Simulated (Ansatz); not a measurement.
# One shape, several levels: SiH4S (Si(SH)H3)

Wanted: a comparison of 6 runs (B2PLYP/STO-3G, BHLYP/STO-3G, BLYP/STO-3G, wB97M-V/STO-3G, UMP2/STO-3G, CCSDT/STO-3G) of SiH4S (Si(SH)H3). 

The calculation is run with Ansatz 0.2.0.

54 further runs of the same task are left out: 54 set aside as unsound or not needed.

### 1 The system as given

SiH4S has 6 atoms, charge 0, and is taken as a singlet. As SMILES, `[H][Si]([H])([H])S`. The H6–Si1 distance was set to 3.644 Å, away from the relaxed value. At this shape a bond of the SMILES string is far longer than usual.

Bond lengths: Si1–S2 2.147 Å, S2–H3 1.325 Å, Si1–H4 1.452 Å, Si1–H5 1.457 Å. Angles: Si1–S2–H3 97.0°, S2–Si1–H4 103.2°, S2–Si1–H5 107.7°, H4–Si1–H5 113.2°.

### 2 The energy at B2PLYP/STO-3G (run 1)

input.yaml

```yaml
crystal:
  periodic: [false, false, false]
  atoms:
    - {symbol: Si, position_ang: [1.254352, 1.801260, 0.066566]}
    - {symbol: S, position_ang: [1.306862, 1.835620, 2.212616]}
    - {symbol: H, position_ang: [-0.003668, 1.875710, 2.406386]}
    - {symbol: H, position_ang: [2.659152, 1.795110, -0.298804]}
    - {symbol: H, position_ang: [0.549912, 2.996400, -0.379014]}
    - {symbol: H, position_ang: [-0.500900, -1.225100, -0.952020]}
basis:
  gaussian: {orbitals: STO-3G}
total_charge: 0
hamiltonian: {xc: {name: B2PLYP}}
correlation: {frozen_orbitals: {H: 0, S: 5, Si: 5}}
accuracy: high
```

Run with:

```bash
$ ansatz run input.yaml --threads 1 --pin off --max-ram 2610MiB --events-out events.jsonl --progress --plain --runs-dir runs
```

The program printed:

```text
Warning: RAYON_NUM_THREADS=1 ignored (pool sized by the plan → 1); use --threads N
Functional definition: B2PLYP
  name "B2PLYP"
  parameter a = 0.53
  parameter c = 0.27
  exchange = (1 - a)*b88_x + a*exact_x
  correlation = (1 - c)*lyp_c + c*(mp2_os + mp2_ss)
383 factors; integrals over basis functions are off by at most 2.1e-8 eV
mean field evaluation 1: about -18542.1093 eV, gradient 1.9e1 eV
mean field evaluation 2: about -18542.0936 eV, gradient 1.9e1 eV
mean field evaluation 4: about -18546.5883 eV, gradient 1.7e1 eV
mean field evaluation 8: about -18549.2781 eV, gradient 1.6e-1 eV
mean field evaluation 16: about -18549.2765 eV, gradient 3.4e-4 eV
mean field -18549.27646910 eV, -681.6733370882 hartree, gradient 4.9e-8 eV, S^2 0.000000; 0 other end points of the search recorded, 0 dependent functions left out; unrestricted orbitals would lower it
10 core orbitals not correlated: weight in the atoms' cores, before any rotation towards them, 1.000 or more for the frozen orbitals, at most 0.000 for the correlated occupied ones
reference -18549.27648975 eV, -681.6733378473 hartree; 7, 7 occupied and 5, 5 virtual orbitals, 383 factors
second order -8.51209456 eV of doubles, -0.00000000 eV of singles
Total energy: -18551.57475529 eV, -681.7577975478 hartree
```

Wall time 1.9 s (1 thread of Arm Neoverse V1, shared host); peak memory 0.1 GiB.

### 3 The energy at BHLYP/STO-3G (run 2)

in.yaml

```yaml
crystal:
  periodic: [false, false, false]
  atoms:
    - {symbol: Si, position_ang: [1.254352, 1.801260, 0.066566]}
    - {symbol: S, position_ang: [1.306862, 1.835620, 2.212616]}
    - {symbol: H, position_ang: [-0.003668, 1.875710, 2.406386]}
    - {symbol: H, position_ang: [2.659152, 1.795110, -0.298804]}
    - {symbol: H, position_ang: [0.549912, 2.996400, -0.379014]}
    - {symbol: H, position_ang: [-0.500900, -1.225100, -0.952020]}
basis:
  gaussian:
    orbitals: STO-3G
hamiltonian:
  xc: {name: BHLYP}
accuracy: high
```

Run with:

```bash
$ ansatz run in.yaml --threads 1 --pin off --max-ram 2610MiB --events-out events.jsonl --progress --plain --runs-dir runs
```

The program printed:

```text
Warning: RAYON_NUM_THREADS=1 ignored (pool sized by the plan → 1); use --threads N
Functional definition: BHLYP
  name "BHLYP"
  parameter a = 0.5
[... 1 set-up line as earlier in the session ...]
  correlation = lyp_c
383 factors; integrals over basis functions are off by at most 2.1e-8 eV
mean field evaluation 1: about -18551.5339 eV, gradient 1.9e1 eV
mean field evaluation 2: about -18546.4425 eV, gradient 2.4e1 eV
mean field evaluation 4: about -18558.7827 eV, gradient 2.8e0 eV
mean field evaluation 8: about -18558.7830 eV, gradient 2.8e0 eV
mean field evaluation 16: about -18558.8238 eV, gradient 3.0e-8 eV
mean field -18558.82384257 eV, -682.0241965918 hartree, gradient 3.0e-8 eV, S^2 0.000000; 0 other end points of the search recorded, 0 dependent functions left out
reference -18558.82386459 eV, -682.0241974012 hartree; 17, 17 occupied and 5, 5 virtual orbitals, 383 factors
Total energy: -18558.82386459 eV, -682.0241974012 hartree
```

Wall time 1.4 s (1 thread of Arm Neoverse V1, shared host); peak memory 0.099 GiB.

Runs 3 to 5 aren't shown in full; the table further down has their settings and results.

### 4 The energy at CCSDT/STO-3G (run 6)

in.yaml: that of step 3 with these lines changed.

```diff
@@ -12,4 +12,7 @@
     orbitals: STO-3G
-hamiltonian:
-  xc: {name: BHLYP}
+scf:
+  omitted_lower_state_checks: [cluster_reference, increment]
+correlation:
+  method: ccsdt
+  frozen_orbitals: {H: 0, S: 5, Si: 5}
 accuracy: high
```

Run with:

```bash
$ ansatz run in.yaml --threads 1 --pin off --max-ram 2610MiB --events-out events.jsonl --progress --plain --runs-dir runs
```

The program printed:

```text
Warning: RAYON_NUM_THREADS=1 ignored (pool sized by the plan → 1); use --threads N
[... 12 lines left out ...]
10 core orbitals not correlated: weight in the atoms' cores, before any rotation towards them, 1.000 or more for the frozen orbitals, at most 0.000 for the correlated occupied ones
[... 35 lines left out ...]
WARN: these amplitudes may be one of several solutions (largest doubles amplitude 0.91, level shift 12.41 eV)
Total energy: -18531.67656219 eV, -681.0265524389 hartree
Checks for a lower state left out: cluster_reference, increment
```

Wall time 0.34 s (1 thread of Arm Neoverse V1, shared host).

### 5 Overview of the runs

```csv
run,level,frozen core orbitals,energy (Eh),wall time
1,B2PLYP/STO-3G,10,-681.757798,1.9 s
2,BHLYP/STO-3G,–,-682.024197,1.4 s
3,BLYP/STO-3G,–,-681.999757,1.5 s
4,wB97M-V/STO-3G,–,-682.071192,22 s
5,UMP2/STO-3G,10,-681.000925,0.34 s
6,CCSDT/STO-3G,10,-681.026552,0.34 s
```

### 6 Results

| quantity | value |
| --- | --- |
| run 6: total energy | -681.02655 Eh |
| run 6: correlation energy (10 core orbitals frozen) | -275.9 mEh |
| run 6: T1 diagnostic | 0.042 |

Totals of different functionals can't be ranked against each other. In runs 1, 6 the log says that unrestricted orbitals would lower the reference, so the values rest on an unstable closed-shell determinant (other closed-shell runs at this shape may share the fault). In runs 1, 2, 3, 4, 5, 6 the basis is minimal, so the values are rough. In runs 1, 2, 3, 4 a closed-shell determinant meets a far-stretched bond, which it describes badly. Spin contamination of the reference: run 5 ⟨S²⟩ = 1.00. Where it is this large, the reference is a mixture of spin states, and values that rest on it are in doubt. All runs together took 27 s, the longest 22 s.
